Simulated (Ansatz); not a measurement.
We consider litharge SnO, described by PBEsol+SOC (Ansatz, a first-principles code, PAW).

Run with plane-wave cutoff 520 eV, 10×10×8 k mesh (along the axes of the cell as run), Fermi–Dirac smearing 0.01 eV, PAW data made under PBE.

Response to compression and expansion:

Shape and atoms are relaxed at each volume.

```csv
V (Å³/atom),P (GPa),c (Å),a (Å)
16.486,1.57,4.612,3.781
16.829,0.75,4.677,3.794
17.173,-0.01,4.748,3.804
17.516,-0.62,4.820,3.813
17.860,-1.06,4.897,3.819
```

Note: the cell comes from a level without a dispersion term, which matters for the spacing of layers, chains or molecules; the gap of the solid is closed in this run; this level leaves the solid without a gap, although one is measured; the bulk modulus comes from volumes at which shape and atoms were relaxed.
